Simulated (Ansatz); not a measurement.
in.yaml

```yaml
crystal:
  periodic: [false, false, false]
  atoms:
    - {symbol: S, position_ang: [0.000000, -0.060221, -0.005477]}
    - {symbol: H, position_ang: [0.000000, 0.868930, -0.972679]}
    - {symbol: H, position_ang: [0.000000, 1.046835, 1.146925]}
basis:
  gaussian: {orbitals: def2-mTZVP, fitting: {mean_field: def2-universal-jkfit}}
correlation: {method: fic_nevpt4_sd, electrons: outside_noble_gas, active_space: {window: {electrons: 2, orbitals: 6}, states: [{multiplicity: 1, weights: [1, 1]}]}}
```

```sh
$ ansatz run in.yaml --threads 1 --pin off --events-out ev --progress --plain --max-ram 2393MiB
```

Output:

```
164 factors; integrals over basis functions are off by at most 9.7e-1 eV
mean field evaluation 1: about -10847.5885 eV, gradient 1.2e1 eV
mean field evaluation 2: about -10848.2015 eV, gradient 4.3e0 eV
mean field evaluation 4: about -10848.2659 eV, gradient 2.2e-1 eV
mean field -10848.26617112 eV, -398.6664285698 hartree, gradient 1.9e-6 eV, S^2 0.000000; 0 other end points of the search recorded, 0 dependent functions left out
reference -10848.26617112 eV, -398.6664285698 hartree; 9, 9 occupied and 19, 19 virtual orbitals, 164 factors
state -10848.60518925 eV, -398.6788872563 hartree
state -10843.59498904 eV, -398.4947657944 hartree
state -10848.60518925 eV, -398.6788872563 hartree; corrected -10852.58246872 eV, -398.8250495810 hartree
state -10843.59498904 eV, -398.4947657944 hartree; corrected -10847.92170841 eV, -398.6537697986 hartree
state -10848.53355036 eV, -398.6762545757 hartree
state -10843.63355308 eV, -398.4961829968 hartree
state -10848.53355036 eV, -398.6762545757 hartree; corrected -10852.56297145 eV, -398.8243330694 hartree
state -10843.63355308 eV, -398.4961829968 hartree; corrected -10847.91654093 eV, -398.6535798973 hartree
state -10848.60518925 eV, -398.6788872563 hartree; corrected -10852.58246872 eV, -398.8250495810 hartree
state -10843.59498904 eV, -398.4947657944 hartree; corrected -10847.92170841 eV, -398.6537697986 hartree
1 active orbitals were swapped for others, from the solution at -10846.08354567 eV, -398.5862185640 hartree to that at -10846.10008021 eV, -398.5868261970 hartree; typed "places" are swapped only where nearly empty or full, and so, without "given_window_search", are "orbital_numbers", "shells" and a window whose orbitals a file names under [Active]
Total energy: -10850.25208857 eV, -398.7394096898 hartree
```

Natural occupations, averaged over the states: 1.4865 0.4999 0.0059 0.0040 0.0022 0.0016.

The total printed last is the weighted mean of the 2 states, 2.330 eV above the lowest of them, and is no single state's energy.

Ran on 1 thread of Arm Neoverse V2, shared host: 1.5 s wall, 0.14 GiB peak host memory.
